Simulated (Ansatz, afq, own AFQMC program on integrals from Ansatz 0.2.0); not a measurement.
## Atomization energy of CH$_{2}$Ge, singlet, worked out

```yaml
atoms:
  - { symbol: Ge, position_ang: [0.0000, 0.0000, 0.3030] }
  - { symbol: C, position_ang: [0.0000, 0.0000, -1.4834] }
  - { symbol: H, position_ang: [0.0000, -0.9122, -2.0790] }
  - { symbol: H, position_ang: [0.0000, 0.9122, -2.0790] }
```

Connectivity, by distances: Ge–CH2.

Basis cc-pVTZ. Only valence electrons are correlated. Ansatz 0.2.0 and our own AFQMC program on the same integrals; the CISD trial comes from CCSD amplitudes, and released means the phaseless constraint is let go. Error bars are statistical, one sigma. No spin–orbit coupling.

Total energies in eV. CBS is CCSD(T) at the limit of def2-TZVPP/QZVPP (extrapolated itself); the highest rung of each member is named.

Cautions: inner d shell frozen; no relativity below Rb; no spin-orbit coupling; CH₂Ge (singlet): higher spins were not checked, restricted determinant unstable towards unrestricted (UHF 118 meV lower, ⟨S²⟩ 0.39), the released energies are still falling, so no released level is given (meV from the phaseless value at times in 1/Eh: -10 ± 5 at 0.24, -21 ± 3 at 0.51, -21 ± 3 at 0.99, -30 ± 5 at 1.62, -35 ± 5 at 2.40), though the last usable value meets CCSDT(Q) within the noise, its ph-AFQMC/CISD value lies 33 ± 5 meV above CCSDT(Q).

| member | count | CCSD(T)/cc-pVTZ | highest rung in cc-pVTZ | which | CCSD(T)/CBS |
| --- | --- | --- | --- | --- | --- |
| Ge (triplet) | +1 | -56475.2712 | -56475.2863 | FCI | -56475.5964 |
| C (triplet) | +1 | -1028.0669 | -1028.0806 | FCI | -1028.3149 |
| H (doublet) | +2 | -13.6005 | -13.6005 | FCI | -13.6059 |
| CH₂Ge, singlet | -1 | -57543.2044 | -57543.2529 | CCSDT(Q) | -57544.1560 |

Q: Work out the best estimate of the atomization energy: the CCSD(T)/CBS difference plus the step from CCSD(T) to the highest rung.

A: Sums with the counts: CCSD(T)/CBS 13.0329 eV, highest rung 12.6850 eV, CCSD(T)/cc-pVTZ 12.6653 eV. The step is 12.6850 − 12.6653 = 0.0197 eV, so the best estimate is 13.0329 + (0.0197) = 13.0526 eV = 1259.4 kJ/mol. The basis set is worth 0.368 eV of it. Zero-point, core-correlation and spin–orbit terms aren't in it. Past Ne the Hartree–Fock part of each CBS total tends to overshoot, since the cores don't follow the formula; that largely cancels in the difference.

Best estimates are given only where the step beyond CCSD(T) is under 0.3 eV and no member's determinant is very poor (T1 over 0.05, or 0.07 for open shells, ⟨S²⟩ too high by 0.3, two states mixed), so the hardest cases are missing from such tables.

CCSDT and higher add their correlation energy to the determinant of the CCSD(T) run, since their own runs factorise the integrals more tightly (a shift of under 2 meV). Each member of a difference takes its own highest rung, so a best estimate needn't equal the limit plus the step of one row.
